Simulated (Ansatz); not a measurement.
Born–Oppenheimer molecular dynamics of AlH4PSi (7 atoms, charge 0, multiplicity 1). It starts at the highest image of a converged band. Of that band: Beside the main top the profile has a ripple of under 15 meV (maxima at images 2, 4), which may be a very shallow well or noise. A vibrational analysis at the climbing image gives one clearly imaginary mode, 699i cm⁻¹: a first-order saddle point.

Theory: Ansatz, UKS B3LYP-D4/def2-SVP.

| Item | Value |
| --- | --- |
| ensemble | NVE (velocity Verlet) |
| time step | 0.5 fs |
| steps asked | 200 |
| starting velocities drawn for | 300 K |
| seed | 4248 |

First frame:

```xyz
7
Properties=species:S:1:pos:R:3
Al -1.102 -0.448 -0.523
Si 0.170 1.536 -0.015
P 0.817 -1.163 0.539
H -2.435 -1.079 -1.068
H 1.462 0.678 0.328
H -0.350 1.654 1.413
H 1.500 -1.246 -0.721
```

Q: What does the run give?

A: The run went to its last step.

| Property | Result |
| --- | --- |
| steps done | 200 |
| time covered | 100 fs |
| mean temperature over the second half | 440 K |
| spread of the potential energy over the second half | 12.1 meV per atom |
| mean potential energy of the second half above the start | -12.9 meV per atom |

The conserved energy stayed within 0.16 meV per atom of its start (net change 0.0059 meV per atom), so the integration is sound. The kinetic energy rose, since the run started high on the potential surface and went downhill. A run of 0.1 ps of so small a system gives no equilibrium averages. The orbitals were unrestricted but ended closed-shell.

Q: What happens to the structure?

A: Between its relaxed ends the band would form Al1–H6, P3–H5 and break Si2–H5. These pairs go: Al1–H6 2.95 → 1.86 Å, P3–H5 1.96 → 1.50 Å, Si2–H5 1.59 → 2.99 Å. In the last frame they stand as after the step (other bonds may differ from the relaxed reactants and products). These pairs come and go: their bonding changes 5 times, last at 85 of 100 fs, so the outcome isn't settled. It ends as one piece, AlH4PSi. Pairs count as bonded within 1.25 times the sum of covalent radii (0.12 Å more for H–H). The details hang on the random start.

Q: How do temperature and energy run in time?

A: 
| time (fs) | T (K) | potential energy less start (eV) | conserved less start (meV/atom) |
| --- | --- | --- | --- |
| 0 | 300 | 0.000 | 0.00 |
| 8 | 263 | 0.024 | 0.02 |
| 16 | 308 | -0.005 | 0.03 |
| 24 | 450 | -0.097 | 0.03 |
| 32 | 538 | -0.154 | -0.02 |
| 40 | 266 | 0.022 | 0.03 |
| 48 | 347 | -0.031 | -0.01 |
| 56 | 352 | -0.033 | 0.06 |
| 64 | 289 | 0.008 | 0.10 |
| 72 | 206 | 0.061 | 0.04 |
| 80 | 517 | -0.141 | -0.14 |
| 88 | 626 | -0.212 | -0.14 |
| 96 | 641 | -0.221 | -0.03 |

Run time: 5.1 min on 2 threads of Intel(R) Xeon(R) Platinum 8488C (Sapphire Rapids) (shared host), peak memory 0.22 GiB.
